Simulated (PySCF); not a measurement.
The first ionisation energy along the second row

All values are computed (PySCF 2.14, energy differences of UHF-based or UKS calculations, no spin-orbit coupling). Values in eV. The last column holds reference values (NIST; (s) semi-empirical, (t) theoretical, else measured). Unmarked ones compare directly (S terms, centres of terms, or small fine structure); those marked * lie between the lowest fine-structure levels and include a spin-orbit shift.

| element | configurations | SCS-MP2 (valence) | CCSD (valence) | SCS-MP2 (valence and next inner shell) | CCSD(T) (valence and next inner shell) | PBE | PBE0 | reference |
| --- | --- | --- | --- | --- | --- | --- | --- | --- |
| Li (def2-QZVPPD, non-relativistic) | [He] 2s1 → 1s2 | n/a | n/a | 5.364 | 5.370 | 5.586 | 5.568 | 5.392 |
| Be (def2-QZVPPD, non-relativistic) | [He] 2s2 → [He] 2s1 | 8.960 | 9.283 | 8.979 | 9.291 | 8.996 | 8.971 | 9.323 |
| B (def2-QZVPPD, non-relativistic) | [He] 2s2 2p1 → [He] 2s2 | 8.260 | 8.193 | 8.273 | 8.260 | 8.671 | 8.646 | 8.297 |
| C (def2-QZVPPD, non-relativistic) | [He] 2s2 2p2 → [He] 2s2 2p1 | 11.145 | 11.174 | 11.160 | 11.228 | 11.537 | 11.512 | 11.262 |
| N (def2-QZVPPD, non-relativistic) | [He] 2s2 2p3 → [He] 2s2 2p2 | 14.346 | 14.465 | 14.361 | 14.515 | 14.726 | 14.699 | 14.545 |
| O (def2-QZVPPD, non-relativistic) | [He] 2s2 2p4 → [He] 2s2 2p3 | 13.532 | 13.440 | 13.537 | 13.502 | 14.055 | 13.843 | 13.608 |
| F (def2-QZVPPD, non-relativistic) | [He] 2s2 2p5 → [He] 2s2 2p4 | 17.362 | 17.251 | 17.369 | 17.325 | 17.649 | 17.440 | 17.427 |
| Ne (def2-QZVPPD, non-relativistic) | [Ne] → [He] 2s2 2p5 | 21.548 | 21.418 | 21.555 | 21.497 | 21.650 | 21.442 | 21.597 |

Q: Which of these methods has the smallest mean absolute error against the measured values here?

A: CCSD(T) (valence and next inner shell), with 0.058 eV.

| method | elements | mean error (eV) | mean absolute error (eV) | largest error (eV) |
| --- | --- | --- | --- | --- |
| SCS-MP2 (valence) | 7 | -0.129 | 0.129 | -0.363 |
| CCSD (valence) | 7 | -0.119 | 0.119 | -0.178 |
| SCS-MP2 (valence and next inner shell) | 8 | -0.107 | 0.107 | -0.344 |
| CCSD(T) (valence and next inner shell) | 8 | -0.058 | 0.058 | -0.106 |
| PBE | 8 | 0.178 | 0.259 | 0.447 |
| PBE0 | 8 | 0.084 | 0.211 | -0.352 |

Errors include the incompleteness of the basis and the frozen core.

"Valence" correlates the outer s and p shells and, in groups 3 to 12 and the f block, the outer d or f shell, open or full, or the next shell where the ion has no valence electron left; the wider scheme adds the next inner shell.
